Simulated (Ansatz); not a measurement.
Species: AlF₃ (charge -1, doublet). SMILES of the parent species: [F][Al]([F])[F]

Atoms: Al1, F2, F3, F4. Bonds: Al1-F2, Al1-F3, Al1-F4.

Bond lengths (Å) and angles (degrees) optimised at HF/STO-3G with Ansatz (a program for electronic structure); HF/3-21G with Ansatz; HF/6-31G* with Ansatz; PBE/6-31G* with Ansatz, each started from the B3LYP-D3(BJ)/def2-TZVP structure (Ansatz) of the last column. A row stands for all coordinates that are equal there. 6-31G* holds six Cartesian d functions. No wavenumbers were computed at HF/STO-3G, PBE/6-31G*, so these may be saddle points.

```tsv
coordinate	HF/STO-3G	HF/3-21G	HF/6-31G*	PBE/6-31G*	B3LYP-D3(BJ)/def2-TZVP
Al1-F2	1.680	1.689	1.689	1.718	1.711
F2-Al1-F3	102.9	106.6	108.1	108.8	108.3
```

Mean signed difference of all 3 bond lengths from B3LYP-D3(BJ)/def2-TZVP: HF/STO-3G -0.031 Å, HF/3-21G -0.022 Å, HF/6-31G* -0.022 Å, PBE/6-31G* 0.007 Å.
